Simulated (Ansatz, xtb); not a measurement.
Molecule: C$_{2}$H$_{3}$O (charge 0, doublet). It need not be the lowest isomer of its formula. SMILES: [CH2]C=O
Coordinates optimised at B3LYP-D3(BJ)/def2-TZVP (Ansatz, a quantum-chemistry and plane-wave program):
```
C
O 1 1.2320
H 1 1.1046 2 120.09
C 1 1.4198 3 116.82 2 -180.00
H 4 1.0821 1 121.11 3 0.00
H 4 1.0821 5 119.53 1 180.00
```
Charge 0, spin multiplicity 2.

Harmonic wavenumbers from GFN2-xTB (xtb, at its own minimum), cm⁻¹: 227, 420, 491, 884, 972, 1167, 1348, 1400, 1556, 2800, 3103, 3160.

Problem. Give the harmonic wavenumbers at B3LYP-D3(BJ)/def2-TZVP (Ansatz, finite differences of forces, unscaled).

Solution. 446, 508, 763, 980, 981, 1161, 1399, 1476, 1550, 2941, 3146, 3258 cm⁻¹. Zero-point energy 26.6 kcal/mol.

Problem. From these and the geometry, give the ideal-gas thermochemistry at 298.15 K and 1 atm (rigid rotor, harmonic oscillator).

Solution. Point group Cs, rotational symmetry number 1. Rotational constants 67.55, 11.49, 9.822 GHz. S(trans) 37.21, S(rot) 21.27, S(vib) 1.98, S(elec, spin only) 1.38, S 61.8 cal/(mol K). H(298) - H(0) 2.80 kcal/mol; G - E(el) 11.0 kcal/mol.
